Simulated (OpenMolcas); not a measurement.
# One shape, several levels: C3H6F2 (SMILES FCCCF)

We compute a comparison of 6 runs (HF/STO-3G, BHLYP/cc-pVDZ, M06-2X/cc-pVDZ, TPSS/cc-pVDZ, r2SCAN/cc-pVDZ, MP2/cc-pVDZ) of C3H6F2. 

Program for the calculation: OpenMolcas 26.06.

**1. The structure to begin with**

The species is C3H6F2 (11 atoms), meant as a singlet with charge 0. SMILES: `FCCCF`. One bond was lengthened or shortened from a relaxed shape.

Bond lengths: F1–C2 1.383 Å, C2–C3 1.736 Å, C3–C4 1.507 Å, C4–F5 1.386 Å, C2–H6 1.096 Å, C2–H7 1.093 Å, C3–H8 1.093 Å, C3–H9 1.095 Å, C4–H10 1.095 Å, C4–H11 1.093 Å. Some angles: F1–C2–C3 109.8°, C2–C3–C4 112.4°, C3–C4–F5 110.3°, F1–C2–H6 107.7°, F1–C2–H7 107.9°, C3–C2–H6 111.1°, C3–C2–H7 111.3°, C2–C3–H8 109.6°, C2–C3–H9 109.3°, C4–C3–H8 109.6°.

**2. The energy at HF/STO-3G (run 1)**

Contents of geom.xyz:

```xyz
11

F     -2.015456     1.627666    -0.003818
C     -0.766356     1.195666     0.403882
C     -0.375000    -0.298800    -0.387800
C      0.967500    -0.838200     0.034700
F      1.975600     0.040200    -0.331200
H     -0.795556     1.070266     1.491882
H     -0.043056     1.976766     0.157382
H     -0.388200    -0.154300    -1.471600
H     -1.138100    -1.046200    -0.147100
H      1.026200    -0.968100     1.120800
H      1.173400    -1.798000    -0.445900
```

Contents of test.inp:

```
* C3H6F2 Hartree-Fock
&gateway
baslib=$CurrDir
coord=geom.xyz
basis=STO-3G
group=NoSym
&seward
&scf
thresholds=1e-10 1e-07 1e-07 1e-05
prorbitals=1 1
```

The basis set STO-3G is read from a file made from the Basis Set Exchange's data (not shown).

Run with:

```bash
export MOLCAS_MEM=1860
pymolcas test.inp > test.log
```

Standard output:

```text
--- Start Module: gateway ---
[...]
--- Stop Module: gateway /rc=_RC_ALL_IS_WELL_ ---
--- Start Module: seward ---
[...]
      Basis functions           31
--- Stop Module: seward /rc=_RC_ALL_IS_WELL_ ---
--- Start Module: scf ---
[...]
       Convergence after  11 Iterations
[...]
::    Total SCF energy                               -311.7591253826
[...]
      Total spin, S                                     0.0000000000
[...]
      Total electronic charge=   42.000000
      Total            charge=   -0.000000
[...]
      Dipole Moment (debye):
      Origin of the operator (angstrom)=   -0.0376    0.3931   -0.0630
                   X=  8.5203E-02               Y= -1.1094E+00               Z=  5.5306E-01           Total=  1.2425E+00
      Quadrupole Moment (debye*angstrom):
[...]
--- Stop Module: scf /rc=_RC_ALL_IS_WELL_ ---
[...]
```

It took 1.5 s on 1 thread of Arm Neoverse V2, shared host; peak memory 0.37 GiB.

**3. A single-point energy at BHLYP/cc-pVDZ (run 2)**

Contents of coord.xyz:

```xyz
11

F     -2.015456     1.627666    -0.003818
C     -0.766356     1.195666     0.403882
C     -0.375000    -0.298800    -0.387800
C      0.967500    -0.838200     0.034700
F      1.975600     0.040200    -0.331200
H     -0.795556     1.070266     1.491882
H     -0.043056     1.976766     0.157382
H     -0.388200    -0.154300    -1.471600
H     -1.138100    -1.046200    -0.147100
H      1.026200    -0.968100     1.120800
H      1.173400    -1.798000    -0.445900
```

Contents of calc.inp:

```
* C3H6F2 Kohn-Sham DFT

&GATEWAY
 BasLib=$CurrDir
 Coord=coord.xyz
 Basis=cc-pVDZ
 Group=NoSym

&SEWARD
 GridInput
 Grid=UltraFine
 End of Grid

&SCF
 KSDFT=HYB_GGA_XC_BHANDHLYP
 Thresholds=1e-10 1e-07 1e-07 1e-05
 PrOrbitals=1 2
```

The basis set cc-pVDZ is read from a file made from the Basis Set Exchange's data (not shown).

Run with:

```bash
export MOLCAS_MEM=1860
pymolcas calc.inp > calc.log
```

Standard output:

```text
--- Start Module: gateway ---
[...]
--- Stop Module: gateway /rc=_RC_ALL_IS_WELL_ ---
--- Start Module: seward ---
[...]
      Basis functions          100
--- Stop Module: seward /rc=_RC_ALL_IS_WELL_ ---
[...]
--- Start Module: scf ---
[...]
       Convergence after  12 Iterations
[...]
::    Total KS-DFT energy                            -317.4464163809
[...]
      Total spin, S                                     0.0000000000
[...]
      Total electronic charge=   42.000000
      Total            charge=   -0.000000
[...]
      Dipole Moment (debye):
      Origin of the operator (angstrom)=   -0.0376    0.3931   -0.0630
                   X=  1.9641E-01               Y= -1.7161E+00               Z=  8.5735E-01           Total=  1.9284E+00
      Quadrupole Moment (debye*angstrom):
[...]
--- Stop Module: scf /rc=_RC_ALL_IS_WELL_ ---
[...]
```

Wall time 34 s (1 thread of Arm Neoverse V2, shared host); peak memory 0.56 GiB.

Runs 3 to 5 aren't shown in full; the table further down has their settings and results.

**4. The energy at MP2/cc-pVDZ (run 6)**

Contents of job.input:

```
&GATEWAY
 BasLib = $CurrDir
 Coord
 11
 bohr
 F     -3.80865986     3.07584296    -0.00721497
 C     -1.44820295     2.25948128     0.76322637
 C     -0.70864730    -0.56465017    -0.73283579
 C      1.82831003    -1.58396844     0.06557350
 F      3.73334293     0.07596699    -0.62587729
 H     -1.50338296     2.02250962     2.81924839
 H     -0.08136405     3.73554635     0.29740888
 H     -0.73359168    -0.29158474    -2.78092096
 H     -2.15069730    -1.97703147    -0.27797871
 H      1.93923695    -1.82944386     2.11800504
 H      2.21740463    -3.39772757    -0.84262888
 Basis = cc-pVDZ
 Group = NoSym

&SEWARD

&SCF
 Thresholds = 1e-10 1e-07 1e-07 1e-05
 PrOrbitals = 1 2

&MBPT2
 Frozen = 5
```

The basis set cc-pVDZ is read from a file made from the Basis Set Exchange's data (not shown).

Run with:

```bash
export MOLCAS_MEM=1860
pymolcas job.input > job.log
```

Standard output:

```text
--- Start Module: gateway ---
[...]
--- Stop Module: gateway /rc=_RC_ALL_IS_WELL_ ---
[...]
      Basis functions          100
[...]
--- Start Module: scf ---
[...]
       Convergence after  12 Iterations
[...]
::    Total SCF energy                               -315.9607269985
[...]
      Total spin, S                                     0.0000000000
[...]
      Total electronic charge=   42.000000
      Total            charge=   -0.000000
[...]
      Dipole Moment (debye):
      Origin of the operator (angstrom)=   -0.0376    0.3931   -0.0630
                   X=  2.4626E-01               Y= -1.9214E+00               Z=  9.6166E-01           Total=  2.1627E+00
      Quadrupole Moment (debye*angstrom):
[...]
--- Stop Module: scf /rc=_RC_ALL_IS_WELL_ ---
[...]
--- Start Module: mbpt2 ---
[...]
WARNING!
Default frozen orbitals as non valence orbitals is overwritten by user input.
Default values:   5
[...]
       Reference weight ( Cref**2 )         =        0.82245
::    Total MBPT2 energy                             -316.7546128459
[...]
      Total MBPT2 calculations                           0.43      0.48
--- Stop Module: mbpt2 /rc=_RC_ALL_IS_WELL_ ---
[...]
```

Wall time 8.7 s (1 thread of Arm Neoverse V2, shared host); peak memory 0.56 GiB.

**5. The series**

```
run           level  integration grid  frozen core orbitals  energy (Eh)  dipole moment (D) of the reference  HOMO energy (eV)  LUMO energy (eV)  wall time
  1       HF/STO-3G                 –                     –  -311.759125                                1.24            -10.09             12.89      1.5 s
  2   BHLYP/cc-pVDZ         UltraFine                     –  -317.446416                                1.93            -10.15              2.53       34 s
  3  M06-2X/cc-pVDZ         UltraFine                     –  -317.471793                                1.83            -10.06              2.63       50 s
  4    TPSS/cc-pVDZ         UltraFine                     –  -317.635767                                1.64             -7.11              1.27       64 s
  5  r2SCAN/cc-pVDZ         UltraFine                     –  -317.439482                                1.72             -7.41              1.57       62 s
  6     MP2/cc-pVDZ                 –                     5  -316.754613                                2.16            -12.40              4.77      8.7 s
```

**6. Results**

```
                                          quantity          value
                               run 6: total energy  -316.75461 Eh
         run 6: dipole moment (mean-field density)         2.16 D
        run 6: HOMO energy (Hartree–Fock orbitals)      -12.40 eV
        run 6: LUMO energy (Hartree–Fock orbitals)        4.77 eV
      run 6: HOMO–LUMO gap (Hartree–Fock orbitals)       17.17 eV
run 6: correlation energy (5 core orbitals frozen)     -793.9 mEh
```

**Reading.** Over runs 1, 2, 3, 4, 5 the dipole moment (its size) runs from 1.24 D (HF/STO-3G) to 1.93 D (BHLYP/cc-pVDZ). The two ends differ in method and basis. Over runs 1, 2, 3, 4, 5 the HOMO–LUMO gap runs from 8.38 eV (TPSS/cc-pVDZ) to 22.98 eV (HF/STO-3G). Totals of different functionals can't be ranked against each other. In run 1 the basis is minimal, so the values are rough. All runs together took 3.7 min, the longest 64 s.
